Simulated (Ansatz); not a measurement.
# A Morse fit to a bond in B–AlH2, triplet, and a point to predict

Starting geometry (PBE0/def2-TZVP stationary point for this spin, which needn't be the lowest; state B1):

```yaml
atoms:
  - { symbol: B, position_ang: [0.0000, 0.0000, 1.5511] }
  - { symbol: Al, position_ang: [0.0000, 0.0000, -0.5282] }
  - { symbol: H, position_ang: [0.0000, -1.4113, -1.2487] }
  - { symbol: H, position_ang: [0.0000, 1.4113, -1.2487] }
```

Atom H4 moves along the line of the distance Al2-H4, all else staying in place. Energies are in eV from the starting point at each level.

Basis 6-31G; Ansatz 0.2.0. Correlated methods freeze the noble-gas cores.

Full CI is exact within this basis and frozen core; it isn't the basis-set limit.

```
distance Al2-H4 (Å)  full CI    PBE
              1.288    1.065  1.029
              1.438    0.256  0.240
              1.585    0.000  0.000
              1.751    0.067  0.082
              1.967    0.429  0.466
              2.149    0.824  0.887
              2.507        ?      ?
              2.910    2.187  2.485
              3.571    2.609  2.908
              4.185    2.666  2.976
              5.331    2.670  3.000
```

A Morse curve E(r) = E0 + De (1 − exp(−a (r − re)))² is laid through the three points about the minimum (1.438, 1.585, 1.751 Å), with E0 + De set to the last point:

```
  level  re (Å)  a (1/Å)  E0 (eV)  De (eV)  k = 2 De a² (eV/Å²)
full CI   1.625    1.467   -0.010    2.680                 11.5
    PBE   1.617    1.406   -0.007    3.007                 11.9
```

Task: Use the full-CI fit to predict the withheld energy at 2.507 Å.

Result: exp(−1.467 × (2.507 − 1.625)) = 0.2742; E = -0.010 + 2.680 × (1 − 0.2742)² = 1.402 eV. Full CI in 6-31G gives 1.577 eV, so the Morse form is 0.175 eV too low there (6.5 % of De). At the other points past the fit it misses by up to 0.27 eV (at 2.910 Å), so the curve isn't Morse-like throughout. PBE gives 1.731 eV.

Unrestricted Kohn–Sham rows aren't spin-pure: their determinants' ⟨S²⟩ exceeds S(S+1) by up to 0.52, so they mix in states of higher spin.

Kohn–Sham is unrestricted where that lies lower.

De here is the energy of pulling rigid fragments apart in this basis, without relaxation or zero-point terms. The set has no polarisation functions, so bonds come out too long and too weak, most of all with atoms from Na to Ar.

In so small a basis the reference is far from its limit while semilocal and hybrid functionals are nearer theirs, so the functionals' errors here hold much of the reference's basis and frozen-core error, which can add to them or hide them.
